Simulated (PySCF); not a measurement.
Ligands exchanged one at a time, Al Cl-SH. Gas-phase values, no solvent. One relaxed conformer stands for each flexible species; it need not be the lowest. Strings in code marks are SMILES.

Level of theory: B3LYP-D3(BJ)/def2-TZVP (PySCF). B3LYP has the VWN-RPA correlation part, as in Gaussian. Delta-SCF ions had no search for a lower state. Excitations are Tamm–Dancoff values on a coarser integration grid. The basis has no diffuse functions, so Rydberg states are missing or too high.

```tsv
species	LUMO (eV)	vertical ionisation energy (Delta-SCF) (eV)	S1 excitation (TDA) (eV)	T1 excitation (TDA) (eV)	S1 oscillator strength
0 of 3 Cl replaced by SH	-1.59	11.30	6.40	6.13	0.000
1 of 3 Cl replaced by SH (`[SH][Al]([Cl])[Cl]` (H–S–Al–Cl torsion 180°))	-1.32	10.45	5.57	5.24	0.023
2 of 3 Cl replaced by SH (`[SH][Al]([SH])[Cl]` (H–S–Al–Cl torsion 0°, Cl–Al–S–H torsion 0°))	-1.10	9.74	5.40	5.15	0.000
3 of 3 Cl replaced by SH	-0.89	9.50	5.49	5.25	0.000
```
